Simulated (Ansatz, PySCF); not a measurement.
Breaking a bond: SMILES [SiH3][SiH3] (H₆Si₂). The Si1–H8 bond (Si1 also carries H, H, Si; H8 carries nothing else) is varied alone, starting from the PBE0/def2-TZVP optimised geometry.

Methods: RHF/3-21G = restricted Hartree-Fock/3-21G (PySCF); RKS-PBE0 = restricted PBE0/cc-pVDZ in Ansatz (a quantum-chemistry and plane-wave program); UHF/cc-pVDZ (Ansatz).

Energies are in mEh, each relative to the lowest point of its own curve near equilibrium.

| R / Å | RHF/3-21G | RKS-PBE0 | UHF |
|---|---|---|---|
| 1.23 | 34.3 | 35.0 | 34.1 |
| 1.30 | 16.3 | 17.2 | 16.3 |
| 1.41 | 2.4 | 2.9 | 2.4 |
| 1.45 | ? | ? | 0.6 |
| 1.49 | 0.0 | 0.0 | 0.0 |
| 1.53 | 0.6 | 0.2 | ? |
| 1.59 | 3.0 | 2.3 | 3.1 |
| 1.67 | 8.7 | ? | 8.9 |
| 1.78 | 19.3 | 17.3 | 20.1 |
| 1.97 | 41.9 | 38.8 | 44.0 |
| 2.18 | 69.2 | 64.2 | 72.2 |
| 2.46 | 105.6 | 96.2 | 95.8 |
| 2.74 | 139.2 | 123.7 | 106.3 |
| 3.14 | 180.6 | 154.7 | 112.1 |
| 3.64 | ? | 181.6 | 114.1 |
| 4.30 | ? | 203.1 | 114.7 |

### Question
Fill in the missing entries.

### Answer

- 1.45, RHF/3-21G: 0.5
- 1.45, RKS-PBE0: 0.8
- 1.53, UHF: 0.5
- 1.67, RKS-PBE0: 7.3
- 3.64, RHF/3-21G: 221.4
- 4.30, RHF/3-21G: 259.1

The restricted form behind RHF/3-21G, RKS-PBE0 keeps the bonding electrons paired and can't separate into open-shell fragments. The unrestricted determinant behind UHF is spin-contaminated at 2.18 to 4.30 Å (<S²> up to 1.0, against 0.00 for a pure singlet).
